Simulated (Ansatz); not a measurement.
The cluster Li₂H₂⁺. Total charge 1; doublet. Geometry PBE-D4/def2-TZVP; atoms count from 1.

```xyz
4

Li   -0.095   -1.027    1.261
Li    0.082    1.028   -1.261
H    -0.209    0.476    0.374
H     0.221   -0.478   -0.374
```

In the doublet, H3 and H4 lie 1.29 Å apart (atoms count from 1), so these atoms are partly bonded to each other. The structure comes from a short search, and lower isomers may exist.

**Question.** Estimate the Mulliken populations from the PBE0/def2-TZVP orbitals of Ansatz.

**Answer.** 
```
atom  charge (e)  spin (α − β)
 Li1        0.85          0.05
 Li2        0.85          0.05
  H3       -0.35          0.45
  H4       -0.35          0.45
```
Mulliken values and Mayer orders depend strongly on the basis.

**Question.** Where does the spin sit?

**Answer.** Summed by element: Li 0.10, H 0.90, of 1 unpaired in all. Largest on single atoms: H4 0.45, H3 0.45, Li2 0.05.
